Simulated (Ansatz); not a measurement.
Ideal-gas functions of `FC1OCO1` at 800 K and 1 bar, from an Ansatz frequency run at PBE0-D4/def2-TZVP.

Molar mass 78.04 g/mol, point group Cs (symmetry number 1), electronic degeneracy 1, moments of inertia 43.076, 94.335, 117.929 u Å². Harmonic wavenumbers (cm⁻¹, unscaled): 175, 445, 582, 935, 994, 1031, 1092, 1112, 1119, 1162, 1191, 1293, 1400, 1427, 1557, 3047, 3090, 3109.

Use S(trans) = R[1.5 ln M + 2.5 ln T − 1.1517]; rotational temperatures θ = 24.2544 K / I; S(rot) = R[ln(√π/σ · √(T³/θAθBθC)) + 1.5]; for each mode x = 1.438777 ν̃/T, S = R[x/(eˣ − 1) − ln(1 − e⁻ˣ)] and H = RT x/(eˣ − 1); 1 cm⁻¹ = 0.0119627 kJ/mol; R = 8.31446 J/(mol·K).

Q: By hand: the entropy, in J/(mol·K).

A: Translation 183.7. Rotation: θ = 0.5631, 0.2571, 0.2057 K, giving 115.2. Vibration, mode by mode: 17.96, 10.38, 8.30, 4.91, 4.51, 4.28, 3.92, 3.81, 3.77, 3.55, 3.41, 2.95, 2.54, 2.44, 2.03, 0.23, 0.21, 0.21, in all 79.4. Electronic 0.0. Sum 378.3 J/(mol·K).

Q: By hand: H − E and G − E in kJ/mol, counted from the electronic energy.

A: Zero-point energy ½ × 24761 × 0.0119627 = 148.1; thermal vibration 37.3; translation, rotation and pV give 4 RT = 26.6. H − E = 212.0 kJ/mol, and G − E = 212.0 − 800 × 378.3/1000 = -90.6 kJ/mol.

Vibration gives 21 % of the entropy.
